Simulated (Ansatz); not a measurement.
Start from `CC(Cl)CF` and change one atom or group to get `CC(F)Cl`.

Ansatz, PBE0-D4/def2-TZVP geometries, multiplicity 1. Each molecule was computed in one conformer, which needn't be the lowest.

```json
{"property": "HOMO–LUMO gap (ωB97M-V/def2-TZVPP) / eV", "`CC(Cl)CF`": "13.50"}
{"property": "LUMO energy (PBE0/def2-TZVPP) / eV", "`CC(Cl)CF`": "0.56"}
{"property": "LUMO energy (PBE/def2-TZVPP) / eV", "`CC(Cl)CF`": "-0.57"}
{"property": "zero-point energy (PBE0-D4/def2-TZVP) / kJ/mol", "`CC(Cl)CF`": "230.8"}
{"property": "HOMO–LUMO gap (PBE0/def2-TZVPP) / eV", "`CC(Cl)CF`": "9.22"}
{"property": "HOMO–LUMO gap (B3LYP/def2-TZVPP) / eV", "`CC(Cl)CF`": "8.67"}
```

(1) Give the same properties after the change, and the shifts. (An estimate is asked.)

## Answers

(1) Ansatz gave: 
```
                                      property  `CC(F)Cl`  shift
       HOMO–LUMO gap (ωB97M-V/def2-TZVPP) / eV      13.70   0.20
            LUMO energy (PBE0/def2-TZVPP) / eV       0.76   0.20
             LUMO energy (PBE/def2-TZVPP) / eV      -0.36   0.21
zero-point energy (PBE0-D4/def2-TZVP) / kJ/mol      155.0  -75.8
          HOMO–LUMO gap (PBE0/def2-TZVPP) / eV       9.47   0.25
         HOMO–LUMO gap (B3LYP/def2-TZVPP) / eV       8.90   0.23
```

With PBE0 the HOMO falls by 0.05 eV and the LUMO rises by 0.20 eV, so the gap widens by about 0.25 eV. PBE moves the HOMO by -0.02 eV and ωB97M-V by -0.06 eV. The zero-point energy changes by -75.8 kJ/mol with -9 modes.

B3LYP here is the variant with VWN-RPA as its local correlation; programs differ in this.
